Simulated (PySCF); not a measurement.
# ECD: `C(N)[C@H]1C[C@@H]1F`, C₄H₈FN

Molfile (atoms numbered from 1):
```
C4H8FN
     RDKit          3D

 14 14  0  0  0  0  0  0  0  0999 V2000
    1.7926    1.0150   -0.1584 N   0  0  0  0  0  0  0  0  0  0  0  0
    1.1118   -0.2670   -0.0488 C   0  0  0  0  0  0  0  0  0  0  0  0
   -0.2898   -0.0583    0.4768 C   0  0  1  0  0  0  0  0  0  0  0  0
   -1.3644    0.4943   -0.4226 C   0  0  0  0  0  0  0  0  0  0  0  0
   -1.4085   -0.9322    0.0115 C   0  0  2  0  0  0  0  0  0  0  0  0
   -2.3554   -1.3012    0.9241 F   0  0  0  0  0  0  0  0  0  0  0  0
    1.8408    1.4657    0.7494 H   0  0  0  0  0  0  0  0  0  0  0  0
    2.7411    0.8843   -0.4923 H   0  0  0  0  0  0  0  0  0  0  0  0
    1.0672   -0.6993   -1.0529 H   0  0  0  0  0  0  0  0  0  0  0  0
    1.6356   -0.9851    0.6076 H   0  0  0  0  0  0  0  0  0  0  0  0
   -0.3334    0.2510    1.5144 H   0  0  0  0  0  0  0  0  0  0  0  0
   -2.0844    1.1714    0.0084 H   0  0  0  0  0  0  0  0  0  0  0  0
   -1.1156    0.7016   -1.4506 H   0  0  0  0  0  0  0  0  0  0  0  0
   -1.2384   -1.7405   -0.6888 H   0  0  0  0  0  0  0  0  0  0  0  0
  1  2  1  0
  2  3  1  0
  3  4  1  0
  4  5  1  0
  5  6  1  0
  5  3  1  0
  1  7  1  0
  1  8  1  0
  2  9  1  0
  2 10  1  0
  3 11  1  1
  4 12  1  0
  4 13  1  0
  5 14  1  6
M  END
```

Level of theory: TDDFT CAM-B3LYP/def2-SVPD circular dichroism and optical rotation, one conformer, gas phase in PySCF 2.14.0. Geometry: GFN2-xTB.

The molecule is flexible and this is one conformer; a measurement averages over conformers. States above about 8.5 eV (minus the energy of the highest occupied orbital) lie near or above the ionisation threshold and depend on the basis.

Task: Assign R or S to each stereocentre.

Result: C3 R, C5 S.

Task: List the lowest 16 singlet excitations with oscillator and rotatory strengths.

Result: Rotatory strengths R in 10⁻⁴⁰ esu² cm², velocity form and length form (origin at the centre of mass); f in length form.
```tsv
state	E (eV)	λ (nm)	f	R (velocity)	R (length)	main
1	6.40	194	0.009	+2.9	+1.9	HOMO→LUMO 0.86
2	7.37	168	0.007	+3.8	+3.4	HOMO→LUMO+1 0.66, HOMO→LUMO+3 0.08
3	7.81	159	0.044	+6.8	+8.7	HOMO→LUMO+3 0.57, HOMO→LUMO+4 0.24
4	8.00	155	0.003	-14.4	-12.8	HOMO−1→LUMO+1 0.81
5	8.12	153	0.023	-4.6	-4.5	HOMO→LUMO+2 0.56, HOMO→LUMO+5 0.17
6	8.25	150	0.016	-8.1	-8.5	HOMO−1→LUMO 0.67, HOMO−1→LUMO+2 0.09
7	8.39	148	0.017	-1.3	-1.3	HOMO−2→LUMO+1 0.60, HOMO→LUMO+4 0.09
8	8.55	145	0.011	+8.5	+9.2	HOMO−2→LUMO 0.62, HOMO−2→LUMO+2 0.13
9	8.66	143	0.011	+18.1	+17.2	HOMO→LUMO+4 0.37, HOMO−2→LUMO+1 0.17
10	8.78	141	0.006	+9.8	+9.5	HOMO−1→LUMO+3 0.41, HOMO→LUMO+5 0.17
11	8.81	141	0.011	-3.9	-5.6	HOMO−1→LUMO+3 0.33, HOMO→LUMO+5 0.20
12	8.88	140	0.033	+11.6	+10.9	HOMO−1→LUMO+2 0.64, HOMO→LUMO+5 0.13
13	9.11	136	0.019	-3.8	-4.8	HOMO−2→LUMO+3 0.44, HOMO→LUMO+6 0.20
14	9.13	136	0.019	-8.6	-8.3	HOMO−2→LUMO+2 0.41, HOMO−1→LUMO+4 0.14
15	9.17	135	0.017	+25.1	+24.8	HOMO−1→LUMO+4 0.34, HOMO−2→LUMO+2 0.20
16	9.26	134	0.006	+19.7	+18.7	HOMO→LUMO+7 0.49, HOMO→LUMO+8 0.21
```

Among the states computed, the strongest CD band (largest |R|) is state 15. The largest dissymmetry factor in size, g = 4R/(D+G), with D and G the electric and magnetic dipole strengths, is -0.054 for state 4 (velocity form, f = 0.003), among bands with |R| over 0.5. The mirror image has the same energies and oscillator strengths and all R with the opposite sign.
